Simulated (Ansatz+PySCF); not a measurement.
A calculation with Ansatz (development build ahead of 0.2.0).

```yaml
crystal:
  periodic: [false, false, false]
  atoms:
    - { symbol: O, position_ang: [0.0, -0.0067, -1.53319] }
    - { symbol: H, position_ang: [0.0, 0.01011, -0.51003] }
basis:
  gaussian: { orbitals: cc-pVTZ }
magnetization:
  initial_magnetization: 1
hamiltonian:
  xc: hf
correlation:
  method: ccsd_t
  frozen_orbitals: { H: 0, O: 1 }
```

The input is written out in the form of the current development build from the run's settings. Correlation on restricted open-shell orbitals is semicanonical, with singles.

The run gave:

| Quantity | Value |
| --- | --- |
| Converged | yes |
| Reference energy | -75.41008 hartree |
| Correlation energy | -0.22543 hartree |
| Total energy | -75.63551 hartree |
| Spin squared of the determinant | 0.750 |
| Stability test | minimum among restricted orbitals |
| T1 diagnostic | 0.013 |
| Occupied orbitals by symmetry in an Abelian subgroup (alpha; beta) | 3 A1 1 B1 1 B2; 3 A1 1 B1 |
